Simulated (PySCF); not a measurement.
Ionisation of methylene fluoride

Parent: methylene fluoride, `FCF` (CH2F2). Atom numbers as in the mapped SMILES `[F:1][CH2:2][F:3]`.

Computed at PBE0-D3(BJ)/ma-def2-TZVP // PBE0-D3(BJ)/def2-SVP with PySCF (density fitting, grid level 2). The prefix ma- adds one diffuse s and one diffuse p function on all atoms but H. Thermal corrections: PBE0-D3(BJ)/def2-SVP frequencies, unscaled, ideal gas at 298.15 K and 1 bar, quasi-RRHO entropy.

Frontier levels of the parent: HOMO -9.86 eV, LUMO 0.21 eV.

Oxidation to the radical cation:
* Vertical ionisation energy (electronic): 12.86 eV
* Adiabatic ionisation energy (with zero-point energy): 12.25 eV
* Adiabatic, electronic part: 12.41 eV
* Vertical gap at the product's structure: 11.50 eV
* Inner reorganisation energy (four-point): 1354 meV
* Relaxation of product / of parent: 445 / 909 meV
* ⟨S²⟩ of the product: 0.754
* Largest spin populations: H (on C2) 0.21, H (on C2) 0.21, C2 0.20, F3 0.19
* Largest changes of atomic charge: F1 0.24, F3 0.24, H (on C2) 0.20, H (on C2) 0.20
* Distances that move most (Å): F1–C2 1.344 → 1.269; C2–F3 1.344 → 1.269; C2–H 1.104 → 1.179; C2–H 1.104 → 1.179

Adiabatic ionisation energy: the gap is larger than usual, and may come from another state, site, conformer or species, from an onset or band maximum that doesn't mark the energy named, from the functional or basis, or from an outlying measurement.

Measured values (NIST Chemistry WebBook, evaluated or the median of agreeing entries): adiabatic ionisation energy 12.71 eV (computed 12.25, difference -0.46).
